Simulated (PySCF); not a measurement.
# Level of theory and gas-phase deprotonation enthalpies: methylene chloride

Structure: `ClCCl` (CH2Cl2). Non-hydrogen atoms are numbered in `[Cl:1][CH2:2][Cl:3]`.

All levels share the PBE0-D3(BJ)/ma-def2-SVP structures and the PBE0-D3(BJ)/ma-def2-SVP thermal terms; only the single-point energies (PySCF) change. Values are gas-phase deprotonation enthalpies (298 K, kJ/mol).

```
                            level    C2   time
         BLYP-D3(BJ)/ma-def2-TZVP  1556  7.9 s
         BP86-D3(BJ)/ma-def2-TZVP  1562  8.4 s
          PBE-D3(BJ)/ma-def2-TZVP  1564    8 s
        M06/ma-def2-TZVP (grid 3)  1569  9.3 s
          PBE0-D3(BJ)/aug-cc-pVDZ  1570  2.6 s
          PBE0-D3(BJ)/aug-pcseg-1  1571  2.4 s
     M06-2X/ma-def2-TZVP (grid 3)  1571   11 s
TPSS-D3(BJ)/ma-def2-TZVP (grid 3)  1572   14 s
        B3LYP-D3(BJ)/ma-def2-TZVP  1573  3.9 s
    CAM-B3LYP-D3(BJ)/ma-def2-TZVP  1576    5 s
      M06-L/ma-def2-TZVP (grid 3)  1581   15 s
            PBE0-D3(BJ)/6-311+G**  1581  2.4 s
            PBE0-D3(BJ)/def2-SVPD  1581  2.3 s
              PBE0-D3(BJ)/pcseg-1  1581  1.6 s
          PBE0-D3(BJ)/ma-def2-SVP  1581  1.8 s
               HSE06/ma-def2-TZVP  1582  9.1 s
          PBE0-D3(BJ)/aug-cc-pVTZ  1582  6.7 s
              PBE0-D3(BJ)/6-31+G*  1583  1.7 s
      PBE0-D3(BJ)/jun-cc-pV(T+d)Z  1584    5 s
         PBE0-D3(BJ)/ma-def2-TZVP  1584      –
               B97-2/ma-def2-TZVP  1589    4 s
            PBE0-D3(BJ)/def2-QZVP  1590   11 s
        ωB97X-D3(BJ)/ma-def2-TZVP  1591    5 s
              PBE0-D3(BJ)/pcseg-2  1594  3.5 s
                OPBE/ma-def2-TZVP  1594  8.4 s
                PBE0-D3(BJ)/6-31G  1594  1.2 s
                  HF/ma-def2-TZVP  1597  1.5 s
            PBE0-D3(BJ)/def2-TZVP  1597  3.1 s
           PBE0-D3(BJ)/def2-TZVPP  1598    4 s
              PBE0-D3(BJ)/cc-pVDZ  1604  1.7 s
             LC-ωPBE/ma-def2-TZVP  1604  9.3 s
             PBE0-D3(BJ)/def2-SVP  1632  1.6 s
```

Times are wall times for all single points of a level on 1 thread of Arm Neoverse V1, a shared host; the dash marks the run that also made the structures. BLYP, BP86, HSE06, LC-ωPBE, M06-L, OPBE, PBE, TPSS ran on a slower path of this set-up, which computes the density-fitting integrals anew in every SCF cycle while the other levels store them. So the times needn't show the usual order of cost, and those levels read slower than they are.

Hartree-Fock leaves out electron correlation, so its deprotonation energies can be off by tens of kJ/mol.

The spread: 76 kJ/mol, from 1556 to 1632.

Bases without diffuse functions serve anions poorly.
